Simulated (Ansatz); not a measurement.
## HAsF, quartet: reading a ladder of total energies

Geometry: a PBE0/def2-TZVP stationary point for this spin, not checked as a minimum.

```json
{"atom": "F", "x (Å)": "0.0000", "y (Å)": "0.0000", "z (Å)": "1.7587"}
{"atom": "As", "x (Å)": "0.0000", "y (Å)": "0.0000", "z (Å)": "-0.0416"}
{"atom": "H", "x (Å)": "0.0000", "y (Å)": "0.0000", "z (Å)": "-1.7171"}
```

Basis cc-pVDZ; Ansatz 0.2.0. Only valence electrons are correlated (noble-gas cores and the filled d shells of p-block atoms frozen), which leaves 13 electrons in 31 orbitals. Prefix R: restricted or restricted open-shell reference. No spin–orbit coupling is included, and no scalar relativity.

Full CI isn't at hand for all of this; RCCSDTQ serves as the reference, and is uncertain by about the last step of the cluster series.

Runs differ by some tens of microhartree through their thresholds and, for an open shell, their frozen cores, so steps under 0.03 kcal/mol mean nothing.

```json
{"level": "RHF", "total energy (hartree)": "-2334.094058"}
{"level": "RMP2", "total energy (hartree)": "-2334.368255"}
{"level": "RCCSD", "total energy (hartree)": "-2334.382742"}
{"level": "RCCSD(T)", "total energy (hartree)": "-2334.388811"}
{"level": "RCCSDT", "total energy (hartree)": "-2334.389533"}
{"level": "RCCSDT(Q)", "total energy (hartree)": "-2334.390135"}
{"level": "RCCSDTQ", "total energy (hartree)": "-2334.390175"}
```

**Question.** What is the correlation energy at RCCSDTQ, and what share of it do RMP2 and RCCSDT recover?

**Answer.** E(corr) = -2334.390175 − (-2334.094058) = -0.296117 hartree = -8.058 eV. RMP2: -0.274197 / -0.296117 = 92.60 %. RCCSDT: -0.295475 / -0.296117 = 99.78 %.

**Question.** By how many kcal/mol does RCCSD(T) miss RCCSDTQ (1 hartree = 627.509 kcal/mol), and which steps make up the rest?

**Answer.** -2334.388811 − (-2334.390175) = 0.001364 hartree = 0.86 kcal/mol. Steps: RCCSDT − RCCSD(T) = -0.45, RCCSDT(Q) − RCCSDT = -0.38, RCCSDTQ − RCCSDT(Q) = -0.03 kcal/mol. Differences between like states or geometries often cancel part of this.
